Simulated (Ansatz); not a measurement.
# OF radical: up Jacob's ladder to CCSD(T)

The task here is to estimate one member of a computed series from the others.

Method: functionals in def2-TZVPP, the program's frozen cores in correlated methods; program: Ansatz 0.2.0, Gaussian basis.

Levels to be run: LDA (SPW92), PBE-D4, revPBE-D4, BLYP-D4, r2SCAN-D4, B97M-V, PBE0-D4, B3LYP-D4, r2SCANh-D4, r2SCAN0-D4, HSE06-D4, BHLYP-D4, CAM-B3LYP-D4, LC-ωPBE, ωB97X-V, ωB97M-V, B2PLYP, PBE-QIDH; CCSD(T)/def2-SVP; CCSD(T)/def2-TZVPP; CCSD(T)/def2-QZVPP; extrapolation to the limit; RPA on PBE.

## The relaxed structure

The geometry comes from an earlier relaxation with PBE0-D4 in a triple-zeta def2 set; it is a stationary point.

SMILES `[O]F`, 2 atoms, charge 0, spin multiplicity 2.

Atoms are counted from 1 here; the program's logs count them from 0.

Bond lengths: O1–F2 1.330 Å.

Geometry (Å):

```xyz
2
FO
O     0.0000    0.0000   -0.0159
F     0.0000    0.0000    1.3144
```

Set-up of the first run:

Input file in.yaml:

```yaml
crystal:
  periodic: [false, false, false]
  atoms:
    - {symbol: O, position_ang: [-0.000000, -0.000000, -0.015949]}
    - {symbol: F, position_ang: [0.000000, 0.000000, 1.314399]}
basis:
  gaussian: {orbitals: def2-TZVPP}
magnetization: {spin_polarized: true, initial_magnetization: 1}
hamiltonian: {xc: lda}
output: {orbitals: {seedname: orbitals}}
```

The run is started by

```console
ansatz run in.yaml --threads 2 --pin off --events-out ev --progress --plain --max-ram 32768MiB --backend cpu
```

Steps of the session up to this table: LDA; PBE-D4 (GGA); revPBE-D4 (GGA); BLYP-D4 (GGA); r2SCAN-D4 (meta-GGA); B97M-V (meta-GGA); B3LYP-D4 (hybrid); r2SCANh-D4 (hybrid); r2SCAN0-D4 (hybrid); HSE06-D4 (hybrid); BHLYP-D4 (hybrid); CAM-B3LYP-D4 (range-separated); LC-ωPBE (range-separated); ωB97X-V (range-separated); ωB97M-V (range-separated); B2PLYP (double hybrid); PBE-QIDH (double hybrid).

One of the session's tables, all rows but one given; the rest of the session is left out.

It belongs to the step «Orbital energies across the functionals». 

| functional | HOMO (eV) | LUMO (eV) | gap (eV) |
| --- | --- | --- | --- |
| LDA (SPW92) | -6.99 | -6.95 | 0.03 |
| PBE-D4 | -6.90 | -6.34 | 0.56 |
| revPBE-D4 | -6.83 | -6.18 | 0.65 |
| BLYP-D4 | -6.92 | -6.36 | 0.56 |
| r2SCAN-D4 | -7.37 | -5.68 | 1.70 |
| B97M-V | -7.61 | -5.70 | 1.90 |
| PBE0-D4 | -9.09 | -4.57 | 4.52 |
| B3LYP-D4 | -8.83 | -5.18 | 3.65 |
| r2SCANh-D4 | -8.19 | -5.02 | 3.17 |
| r2SCAN0-D4 | -9.42 | -4.03 | 5.39 |
| HSE06-D4 | ? | ? | ? |
| BHLYP-D4 | -11.30 | -2.83 | 8.46 |
| CAM-B3LYP-D4 | -10.76 | -3.45 | 7.31 |
| LC-ωPBE | -12.07 | -1.93 | 10.14 |
| ωB97X-V | -11.69 | -2.16 | 9.53 |
| ωB97M-V | -11.65 | -2.21 | 9.44 |

**Question.** Estimate the row for HSE06-D4.

As computed: HOMO (eV): -8.66; LUMO (eV): -4.97; gap (eV): 3.69. In the column «HOMO (eV)» it lies between B3LYP-D4 (-8.83) and r2SCANh-D4 (-8.19).
